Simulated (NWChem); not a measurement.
All runs are NWChem calculations. System: DMSO (C$_{2}$H$_{6}$OS), charge 0, spin multiplicity 1, at a geometry optimised with PBE/def2-SVP. Level: CAM-B3LYP/def2-TZVP.

Input file:

```
start mol
memory heap 200 mb stack 900 mb global 1100 mb
geometry units angstroms nocenter noautoz
  C     -0.661296     0.521815    -1.372475
  S      0.503949     0.096677     0.000000
  C     -0.661296     0.521815     1.372475
  O      0.636018    -1.414714     0.000000
  H     -0.137370     0.248382    -2.307720
  H     -0.898249     1.604150    -1.367746
  H     -1.572274    -0.097983    -1.258098
  H     -1.572274    -0.097983     1.258098
  H     -0.137370     0.248382     2.307720
  H     -0.898249     1.604150     1.367746
  symmetry group Cs
end
basis spherical
  * library def2-tzvp
end
dft
  xc xcamb88 1.00 lyp 0.81 vwn_5 0.19 hfexch 1.00
  cam 0.33 cam_alpha 0.19 cam_beta 0.46
  direct
  iterations 100
end
task dft energy
```

NWChem printed:

```
             Northwest Computational Chemistry Package (NWChem) 7.3.0
             --------------------------------------------------------

                                NWChem Input Module
                                -------------------

 Scaling coordinates for geometry "geometry" by  1.889725989
 (inverse scale =  0.529177249)

 Turning off AUTOSYM since
 SYMMETRY directive was detected!

                             Geometry "geometry" -> ""
                             -------------------------

 Output coordinates in angstroms (scale by  1.889725989 to convert to a.u.)

  No.       Tag          Charge          X              Y              Z
 ---- ---------------- ---------- -------------- -------------- --------------
    1 C                    6.0000    -0.66129600     0.52181500    -1.37247500
    2 S                   16.0000     0.50394900     0.09667700     0.00000000
    3 C                    6.0000    -0.66129600     0.52181500     1.37247500
    4 O                    8.0000     0.63601800    -1.41471400     0.00000000
    5 H                    1.0000    -0.13737000     0.24838200    -2.30772000
    6 H                    1.0000    -0.89824900     1.60415000    -1.36774600
    7 H                    1.0000    -1.57227400    -0.09798300    -1.25809800
    8 H                    1.0000    -1.57227400    -0.09798300     1.25809800
    9 H                    1.0000    -0.13737000     0.24838200     2.30772000
   10 H                    1.0000    -0.89824900     1.60415000     1.36774600

 Effective nuclear repulsion energy (a.u.)     180.7119133638

            Nuclear Dipole moment (a.u.)
            ----------------------------
        X                 Y               Z
 ---------------- ---------------- ----------------
    -0.0000188973    -0.0000037795     0.0000000000

      Symmetry information
      --------------------

 Group name             Cs
 Group number              2
 Group order               2
 No. of unique centers     6

      Symmetry unique atoms

     1    2    4    5    6    7


 Summary of "ao basis" -> "" (spherical)
 ------------------------------------------------------------------------------
       Tag                 Description            Shells   Functions and Types
 ---------------- ------------------------------  ------  ---------------------
 *                         def2-tzvp                  on all atoms

                                 NWChem DFT Module
                                 -----------------

 Summary of "ao basis" -> "ao basis" (spherical)
 ------------------------------------------------------------------------------
       Tag                 Description            Shells   Functions and Types
 ---------------- ------------------------------  ------  ---------------------
 C                         def2-tzvp                11       31   5s3p2d1f
 S                         def2-tzvp                13       37   5s5p2d1f
 O                         def2-tzvp                11       31   5s3p2d1f
 H                         def2-tzvp                 4        6   3s1p

 Summary of "ao basis" -> "ao basis" (spherical)
 ------------------------------------------------------------------------------
       Tag                 Description            Shells   Functions and Types
 ---------------- ------------------------------  ------  ---------------------
 C                         def2-tzvp                11       31   5s3p2d1f
 S                         def2-tzvp                13       37   5s5p2d1f
[...]
 d= 0,ls=0.0,diis     4   -553.2182585177 -8.54D-03  3.18D-04  4.93D-03    53.3
 d= 0,ls=0.0,diis     5   -553.2187425370 -4.84D-04  7.88D-05  2.65D-04    67.4
  Resetting Diis
 d= 0,ls=0.0,diis     6   -553.2187738140 -3.13D-05  2.07D-05  1.34D-05    81.5
 d= 0,ls=0.0,diis     7   -553.2187754675 -1.65D-06  1.02D-05  2.25D-06    95.2
 d= 0,ls=0.0,diis     8   -553.2187755338 -6.63D-08  4.38D-06  2.24D-06   109.8

         Total DFT energy =     -553.218775533825
      One electron energy =    -1118.599863113996
           Coulomb energy =      431.955568204480
    Exchange-Corr. energy =      -47.286393988066
 Nuclear repulsion energy =      180.711913363757

 Numeric. integr. density =       41.999992866524

     Total iterative time =    108.1s

                  Occupations of the irreducible representations
                  ----------------------------------------------

                     irrep           alpha         beta
                     --------     --------     --------
                     a'               14.0         14.0
                     a"                7.0          7.0

                       DFT Final Molecular Orbital Analysis
                       ------------------------------------

 Vector   19  Occ=2.000000D+00  E=-4.224569D-01  Symmetry=a'
              MO Center=  3.8D-01, -4.8D-01,  1.6D-15, r^2= 2.7D+00
   Bfn.  Coefficient  Atom+Function         Bfn.  Coefficient  Atom+Function
  ----- ------------  ---------------      ----- ------------  ---------------
   105      0.241512   4 O  px               46      0.237885   2 S  px
    47      0.215455   2 S  py              108      0.197729   4 O  px
   106     -0.182423   4 O  py               49      0.169241   2 S  px
   109     -0.142848   4 O  py              111      0.127442   4 O  px
    44      0.121680   2 S  py               43      0.116657   2 S  px

 Vector   20  Occ=2.000000D+00  E=-3.356963D-01  Symmetry=a"
              MO Center=  3.5D-01, -8.3D-01,  4.4D-15, r^2= 2.2D+00
   Bfn.  Coefficient  Atom+Function         Bfn.  Coefficient  Atom+Function
  ----- ------------  ---------------      ----- ------------  ---------------
   107      0.404576   4 O  pz              110      0.328807   4 O  pz
   113      0.267995   4 O  pz                5      0.115240   1 C  s
    73     -0.115240   3 C  s                 8      0.106861   1 C  pz
    76      0.106861   3 C  pz               11      0.095139   1 C  pz
    79      0.095139   3 C  pz               58     -0.086206   2 S  d -1

 Vector   21  Occ=2.000000D+00  E=-2.973061D-01  Symmetry=a'
              MO Center=  4.8D-01, -5.6D-01,  4.0D-16, r^2= 2.3D+00
   Bfn.  Coefficient  Atom+Function         Bfn.  Coefficient  Atom+Function
  ----- ------------  ---------------      ----- ------------  ---------------
   105      0.361637   4 O  px              108      0.291518   4 O  px
   111      0.276893   4 O  px               46     -0.229705   2 S  px
    49     -0.180511   2 S  px               35     -0.172557   2 S  s
    50     -0.161438   2 S  py               36     -0.140437   2 S  s
    47     -0.120635   2 S  py               43     -0.107745   2 S  px

 Vector   22  Occ=0.000000D+00  E= 6.352769D-02  Symmetry=a"
              MO Center= -3.3D-02,  2.8D-01, -5.9D-15, r^2= 5.5D+00
   Bfn.  Coefficient  Atom+Function         Bfn.  Coefficient  Atom+Function
  ----- ------------  ---------------      ----- ------------  ---------------
     5      2.318094   1 C  s                73     -2.318094   3 C  s
    51      1.269337   2 S  pz              145     -0.907835   7 H  s
   151      0.907835   8 H  s               133     -0.558839   5 H  s
   157      0.558839   9 H  s               139     -0.489113   6 H  s
   163      0.489113  10 H  s                14      0.405424   1 C  pz

 Vector   23  Occ=0.000000D+00  E= 6.486449D-02  Symmetry=a'
              MO Center= -1.1D+00,  9.7D-01,  8.9D-15, r^2= 7.0D+00
   Bfn.  Coefficient  Atom+Function         Bfn.  Coefficient  Atom+Function
  ----- ------------  ---------------      ----- ------------  ---------------
     5      2.631304   1 C  s                73      2.631304   3 C  s
   139     -1.443418   6 H  s               163     -1.443418  10 H  s
   145     -1.147618   7 H  s               151     -1.147618   8 H  s
   133     -0.988020   5 H  s               157     -0.988020   9 H  s
    12     -0.280702   1 C  px               80     -0.280702   3 C  px

 Vector   24  Occ=0.000000D+00  E= 7.560231D-02  Symmetry=a'
              MO Center=  3.2D-01,  1.2D-01,  1.7D-14, r^2= 3.8D+00
   Bfn.  Coefficient  Atom+Function         Bfn.  Coefficient  Atom+Function
  ----- ------------  ---------------      ----- ------------  ---------------
    50      1.026961   2 S  py              104      0.867567   4 O  s
    49     -0.698806   2 S  px                5     -0.436566   1 C  s
    73     -0.436566   3 C  s               112      0.390718   4 O  py
   145      0.374057   7 H  s               151      0.374057   8 H  s
    14     -0.350000   1 C  pz               82      0.350000   3 C  pz

 center of mass
 --------------
 x =   0.12493315 y =  -0.08422658 z =   0.00000000

 moments of inertia (a.u.)
 ------------------
         381.839555370055          84.094361807780          -0.000000000000
          84.094361807780         336.736356707211           0.000000000000
          -0.000000000000           0.000000000000         269.306605354449

     Multipole analysis of the density
     ---------------------------------

     L   x y z        total         alpha         beta         nuclear
     -   - - -        -----         -----         ----         -------
     0   0 0 0      0.000000    -21.000000    -21.000000     42.000000

     1   1 0 0     -0.821413     -0.410697     -0.410697     -0.000019
     1   0 1 0      1.417616      0.708810      0.708810     -0.000004
     1   0 0 1      0.000000      0.000000      0.000000      0.000000

     2   2 0 0    -24.592485    -46.476449    -46.476449     68.360413
     2   1 1 0      1.034698     24.089257     24.089257    -47.143815
     2   1 0 1     -0.000000     -0.000000     -0.000000      0.000000
     2   0 2 0    -27.580852    -57.924393    -57.924393     88.267934
     2   0 1 1      0.000000      0.000000      0.000000      0.000000
     2   0 0 2    -21.484425    -82.453602    -82.453602    143.422778

 Task  times  cpu:      109.8s     wall:      109.8s

 Total times  cpu:      109.8s     wall:      109.8s
```
